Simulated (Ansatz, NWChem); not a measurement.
**C2H6O (ethanol): a line through the functionals**

C2H6O has 9 atoms, charge 0, and is taken as a singlet. SMILES: `CCO`. The coordinates come from a PBE0-D4/def2-TZVP relaxation. This is one conformer, not always the lowest.

The electronic atomisation energy y, in eV, basis cc-pVDZ; a is the functional's share of exact exchange. Programs: Ansatz 0.2.0, NWChem 7.3.0.

```
functional  program     a  y (eV)
      TPSS   NWChem     0   34.65
    r2SCAN   Ansatz     0   34.60
     B3LYP   Ansatz   0.2   34.38
      PBE0   Ansatz  0.25       ?
   r2SCAN0   Ansatz  0.25   34.14
     BHLYP   Ansatz   0.5   33.46
```

Q: Fit y = c + s·a to the known rows and predict PBE0.

A: 
1. Means of the 5 rows: a = 0.1900, y = 34.246.
2. Σ(Δa)² = 0.172, Σ(Δa·Δy) = -0.3927, so the slope is -0.3927/0.172 = -2.2831.
3. Intercept: 34.246 − (-2.2831) × 0.1900 = 34.680. The largest residual of the fit is 0.16.
4. PBE0: 34.680 + (-2.2831) × 0.25 = 34.11 eV.

The run gave 34.57 eV, so the prediction is off by -0.46 eV, more than the scatter of the fit. The rows mix families of semi-local functionals, which the line can't see.
